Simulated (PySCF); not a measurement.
# Does the structure fit the spectrum?

A compound C5H6 gives the data below (simulated from a calculation) and was assigned the structure `C#CC(=C)C`.

¹³C{¹H} NMR (computed): δ 159.5 (CH, 2C), 59.7 (CH2), 20.0 (CH, 2C).

¹H NMR (500 MHz, computed): δ 6.78 (m, 2H), 2.19 (m, 1H), 1.97 (m, 2H), 1.67 (m, 1H).

Non-relativistic Hamiltonian, averaged over atoms made equivalent by symmetry, fast rotation or ring inversion, one computed conformer, in vacuum. PBE0/pcSseg-2 with gauge-including orbitals; PBE0-D3(BJ)/def2-TZVP geometry; PySCF.

References, each an isolated molecule treated in the same way: ¹H and ¹³C vs TMS.

(1) Compare with the shifts computed for the proposed structure, pairing carbons in order of shift.

(2) Which isomer fits?

Results:

(1) Mapped SMILES: `[CH:1]#[C:2][C:3](=[CH2:4])[CH3:5]` (H(Xn): hydrogen on atom n).

| atom | computed for proposal | given list | difference |
| --- | --- | --- | --- |
| C3 | 140.6 | 159.5 | -18.9 |
| C4 | 135.1 | 159.5 | -24.4 |
| C2 | 91.0 | 59.7 | +31.3 |
| C1 | 87.5 | 20.0 | +67.5 |
| C5 | 27.4 | 20.0 | +7.4 |

The rms difference is 36.2 ppm and the largest +67.5 ppm at C1 (terminal alkyne carbon). The proposal also would give 5 carbon signals, not 3. The carbon types in order of shift don't match either: C, CH2, C, CH, CH3 for the proposal against CH, CH, CH2, CH, CH in the data. The proposal doesn't fit.

(2) Bicyclo[2.1.0]pent-2-ene.

Carbon types of the structure: 4 × CH, 1 × CH2, which accounts for all hydrogens. δC 159.5: alkene CH; the olefinic region. δC 59.7, 20.0: three-membered-ring carbon. δH 6.78: hydrogen on an alkene CH; olefinic region. δH 2.19, 1.97, 1.67: hydrogen on a three-membered-ring carbon.

Other isomers checked: C#C/C=C/C (rms 36.7 ppm).

The shifts were computed for this structure.

Shifts are as computed. Against solution values, carbons near 30 ppm lie about +3 ppm off and those near 130 ppm about +9 ppm. Of 1211 compounds with measured shifts, 218 miss one by over three times the rms of a fit or turn the order of signals round; such compounds aren't used in these exercises. No couplings were computed; multiplicities are counted from neighbouring protons, with m where these are inequivalent, close in shift, in a saturated or five-membered ring or joined by F or P, and br s for small geminal =CH2 splittings.
